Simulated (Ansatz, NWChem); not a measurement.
Heat of formation of C4H6 (1,3-butadiene) from total energies

C4H6: 10 atoms, total charge 0, spin state singlet. As SMILES, `C=CC=C`. The coordinates come from a PBE0-D4/def2-TZVP relaxation. This is one conformer, not always the lowest.

Total energies at revPBE/6-31G* (spherical functions) (NWChem 7.3.0); the atoms run unrestricted:

| species | state | energy (Eh) |
| --- | --- | --- |
| C4H6 | singlet | -155.938407 |
| C | triplet | -37.831466 |
| H | doublet | -0.501936 |

Harmonic wavenumbers at PBE/def2-SVP, in cm⁻¹: 181, 287, 500, 523, 756, 879, 887, 890, 956, 962, 1023, 1190, 1255, 1258, 1347, 1402, 1612, 1667, 3065, 3072, 3077, 3079, 3176, 3176.

Measured heats of formation of the gaseous atoms at 298.15 K, in kJ/mol: C 716.9, H 218.0. Spin-orbit lowering of the atoms at 298 K (mean of the ground term's levels less their thermal mean, from spectra), in kJ/mol: C 0.02. Take 1 Eh = 2625.50 kJ/mol, 1 cm⁻¹ = 0.0119627 kJ/mol, RT = 2.479 kJ/mol.

**Question.** What heat of formation follows?

**Answer.** 
1. Electronic atomisation energy: 4 × (-37.831466) + 6 × (-0.501936) − (-155.938407) = 1.600927 Eh = 4203.2 kJ/mol.
2. Zero-point energy: half the sum of the wavenumbers, 18110 cm⁻¹ = 216.6 kJ/mol.
3. Thermal vibrational enthalpy, Σ hcν̃/(exp(hcν̃/kT) − 1): 5.0 kJ/mol. Translation, rotation and pV of a non-linear molecule: 4 RT = 9.9 kJ/mol.
4. The 10 free atoms carry 5/2 RT each: 62.0 kJ/mol.
5. Spin-orbit coupling lowers the free atoms by 4 × 0.02 = 0.1 kJ/mol.
6. Atomisation enthalpy at 298 K: 4203.2 − 0.1 − 216.6 − 5.0 − 9.9 + 62.0 = 4033.6 kJ/mol.
7. Sum of the atoms' heats of formation: 4175.6 kJ/mol. Heat of formation: 4175.6 − 4033.6 = +142.0 kJ/mol.

The tabulated value is +110.0 kJ/mol (CRC Handbook of Chemistry and Physics), so this level is off by +32.0 kJ/mol, or 0.8 % of the atomisation enthalpy. Anharmonicity and any spin-orbit splitting of the molecule are left out.
